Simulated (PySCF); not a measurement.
Species: ABN, C7H6N2.
SMILES with atom numbers: `[N:1]#[C:2][c:3]1[cH:4][cH:5][c:6]([NH2:7])[cH:8][cH:9]1` (hydrogens: H10 on C4; H11 on C5; H12, H13 on N7; H14 on C8; H15 on C9)

Structure used (GFN2-xTB), in Å, numbered top down from 1:
```
atom  x, y, z in Å
N1    -4.0976    0.0717   -0.4020
C2    -2.9549    0.0560   -0.2935
C3    -1.5522    0.0370   -0.1605
C4    -0.9160    0.9052    0.7306
C5     0.4534    0.8816    0.8586
C6     1.2273   -0.0055    0.1016
N7     2.5935    0.0196    0.1806
C8     0.5823   -0.8743   -0.7862
C9    -0.7868   -0.8540   -0.9174
H10   -1.5070    1.5914    1.3195
H11    0.9445    1.5522    1.5488
H12    3.1022   -0.7602   -0.1992
H13    3.0136    0.4811    0.9690
H14    1.1733   -1.5655   -1.3698
H15   -1.2802   -1.5283   -1.6020
```

Structure optimised with GFN2-xTB, isolated species.

Take the most abundant isotopes and a rigid rotor. 

Task: What are A, B and C (MHz)?

Result: Ia = 89.82, Ib = 500.72, Ic = 590.33 u·Å²; 505379 MHz·u·Å²/I gives A = 5627, B = 1009, C = 856.1 MHz.

Task: What kind of rotor is it?

Result: A near-prolate asymmetric top: κ = (2 × 1009 − 5627 − 856.1)/(5627 − 856.1) = -0.94.

Task: Is it planar, by Δ = Ic − Ia − Ib?

Result: Not planar: Δ = Ic − Ia − Ib = -0.20 u·Å². For a rigid frame Δ = −2 Σ m c², so Σ m c² = 0.10 u·Å² lies off the ab plane: 0.06 from hydrogen and 0.04 from heavier atoms. The atom farthest from that plane is 0.17 Å away.

Task: Give the other two planar moments, Paa and Pbb, and the rms extents of the mass along the axes.

Result: Paa = Σ m a² = (Ib + Ic − Ia)/2 = 500.62 and Pbb = Σ m b² = (Ia + Ic − Ib)/2 = 89.71 u·Å². With the mass M = 118.05 u, the rms extents √(P/M) along a, b and c are 2.06, 0.87, 0.03 Å.

No GFN2-xTB frequencies stand behind this structure, so it isn't proved a minimum. Constants of a rigid frame at the computed geometry: no zero-point averaging, no centrifugal distortion.
